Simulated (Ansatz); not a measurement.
A made-up structure of CHSSi (charge -1), singlet:

```csv
atom,x (Å),y (Å),z (Å)
C1,0.0019,-0.1779,0.3702
Si2,0.7891,0.1965,-1.2360
S3,-1.2781,0.7629,-0.2593
H4,0.4872,-0.7815,1.1251
```

It is relaxed with PBE-D4/def2-SVPD and then PBE0-D4/def2-TZVPD (Ansatz 0.2.0). Atoms count as bonded within 1.22 times the sum of their covalent radii (H–H: 0.88 Å). The end point is not checked to be a true minimum.

(1) Does its bonding change? (A judgement: the text doesn't fix the answer.)

Answers

(1) By the calculation: No: no bond forms or breaks.

Where it ends: The first stage lowers the energy by 0.64 eV in 7 steps. It ends as CHSSi ([CH]1[Si][S]1), total charge -1:
```
4
angstrom
C 0.2131 -0.2324 0.2633
Si 0.7530 0.2393 -1.2879
S -1.2736 0.7281 -0.1916
H 0.3075 -0.7351 1.2162
```

Labels in which every atom is bracketed show which atoms are joined, not bond orders.

For scale, one of the runs: PBE0-D4/def2-TZVPD relaxation, 135 basis functions, launched by `ansatz run in.yaml --threads 2 --pin off --events-out ev --progress --plain --max-ram 4352MiB`. The run took about 22 s on 2 CPU threads of an Arm Neoverse V1 (shared host).
